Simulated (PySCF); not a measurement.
Ionisation of ethyl fluoride

Molecule: ethyl fluoride, `CCF` (C2H5F). Optimised structure (Å), atoms numbered from 1:
```
C     0.7652    0.0648    0.0522
C    -0.7290   -0.1120   -0.0299
F    -1.2946    0.9250   -0.7320
H     1.2193   -0.7582    0.6244
H     1.2129    0.0762   -0.9524
H     1.0160    1.0123    0.5515
H    -1.1823   -0.1338    0.9767
H    -0.9903   -1.0564   -0.5389
```

Energies: PBE0-D3(BJ)/ma-def2-TZVP (PySCF, density fitting, integration grid level 2) on PBE0-D3(BJ)/def2-SVP structures. The prefix ma- adds one diffuse s and one diffuse p function on all atoms but H. Thermal corrections: PBE0-D3(BJ)/def2-SVP frequencies, unscaled, ideal gas at 298.15 K and 1 bar, quasi-RRHO entropy.

Frontier levels of the parent: HOMO -9.34 eV, LUMO 0.18 eV.

Oxidation to the radical cation:
| Property | Result |
| --- | --- |
| Vertical ionisation energy (electronic) | 11.96 eV |
| Adiabatic ionisation energy (with zero-point energy) | 11.22 eV |
| Adiabatic, electronic part | 11.44 eV |
| Vertical gap at the product's structure | 10.47 eV |
| Inner reorganisation energy (four-point) | 1498 meV |
| Relaxation of product / of parent | 523 / 975 meV |
| ⟨S²⟩ of the product | 0.754 |
| Largest spin populations | C2 0.25, H (on C2) 0.19, H (on C2) 0.19, F3 0.19 |
| Largest changes of atomic charge | F3 0.23, H (on C2) 0.18, H (on C2) 0.18, C2 0.13 |
| Distances that move most (Å) | C2–F3 1.374 → 1.296; C2–H 1.104 → 1.172; C2–H 1.104 → 1.169; C1–C2 1.507 → 1.449 |
| Potential in acetonitrile | 8.28 V absolute, 3.88 V against Fc+/Fc computed at 4.40 V (solvation -11 → -292 kJ/mol) |

Solvents are IEF-PCM continua (electrostatics only, gas-phase structures); absolute potentials refer to an electron at rest in vacuum. Fc+/Fc in acetonitrile, 4.40 V, is PBE0-D3(BJ)/ma-def2-TZVP on PBE0-D3(BJ)/def2-SVP structures with GFN2-xTB thermal terms. Benchmark calculations put it near 5.0 V in acetonitrile and DMSO, so it is about 0.6 V low, and the value against it can read up to that much too high.

Vertical ionisation energy: the gap is larger than usual, and may come from another state, site, conformer or species, from an onset or band maximum that doesn't mark the energy named, from the functional or basis, or from an outlying measurement.

Measured values (NIST Chemistry WebBook, evaluated or the median of agreeing entries): vertical ionisation energy 12.43 eV (computed 11.96, difference -0.47).
